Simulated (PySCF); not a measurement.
C2H4N2.
SMILES: `[H]/N=C\C=N/[H]`

Computed with EOM-IP-CCSD/aug-cc-pVDZ in PySCF, restricted Hartree–Fock reference, frozen core, non-relativistic, gas phase, PBE0-D3(BJ)/def2-SVP geometry.

Hartree–Fock orbital energies give these Koopmans values (eV): HOMO 11.67, HOMO-1 11.72, HOMO-2 13.48, HOMO-3 14.20, HOMO-4 16.01, HOMO-5 17.82, HOMO-6 19.51.

What vertical ionisation energies does EOM-IP-CCSD give?

```json
{"leading hole (HF orbital)": "HOMO-1", "Koopmans (eV)": "11.72", "EOM-IP-CCSD (eV)": "10.21", "change (eV)": "-1.51", "one-hole share": "0.94"}
{"leading hole (HF orbital)": "HOMO", "Koopmans (eV)": "11.67", "EOM-IP-CCSD (eV)": "11.67", "change (eV)": "0.00", "one-hole share": "0.95"}
{"leading hole (HF orbital)": "HOMO-2", "Koopmans (eV)": "13.48", "EOM-IP-CCSD (eV)": "11.67", "change (eV)": "-1.81", "one-hole share": "0.93"}
{"leading hole (HF orbital)": "HOMO-3", "Koopmans (eV)": "14.20", "EOM-IP-CCSD (eV)": "13.85", "change (eV)": "-0.35", "one-hole share": "0.93"}
{"leading hole (HF orbital)": "HOMO-4", "Koopmans (eV)": "16.01", "EOM-IP-CCSD (eV)": "14.61", "change (eV)": "-1.40", "one-hole share": "0.95"}
{"leading hole (HF orbital)": "HOMO-5", "Koopmans (eV)": "17.82", "EOM-IP-CCSD (eV)": "16.25", "change (eV)": "-1.57", "one-hole share": "0.94"}
{"leading hole (HF orbital)": "HOMO-6", "Koopmans (eV)": "19.51", "EOM-IP-CCSD (eV)": "17.69", "change (eV)": "-1.82", "one-hole share": "0.93"}
```

Does the order of the lines follow the orbital energies?

No: the HOMO-1 hole (10.21 eV) falls below the HOMO hole (11.67 eV). The corrections run from -1.82 to 0.00 eV, with a mean of -1.21 eV over the 7 lines; no line lies above its Koopmans value.

At what kinetic energies would He II light (40.81 eV) eject these electrons?

30.60 eV (HOMO-1), 29.14 eV (HOMO), 29.14 eV (HOMO-2), 26.96 eV (HOMO-3), 26.20 eV (HOMO-4), 24.56 eV (HOMO-5), 23.12 eV (HOMO-6).

What total energy has the lowest final state, and which wavelength reaches it?

E(CCSD) + ionisation energy = -187.59204 + 0.37511 = -187.21693 Eh, at the geometry of the initial state. The threshold wavelength is 1239.84 eV nm/10.21 eV = 121.4 nm.

Lines less than 0.15 eV apart could change places at a higher level. One root was sought for each valence orbital with −ε under 21 eV, eight at most, so deeper holes and satellites are missing; no vibrational structure.

On one thread of an x86-64 server, shared host, this took 53 s of wall time.

The values belong to the conformer `[H]/[N:1]=[CH:2]\[CH:3]=[N:4]/[H]`: N1–C2–C3–N4 180°.
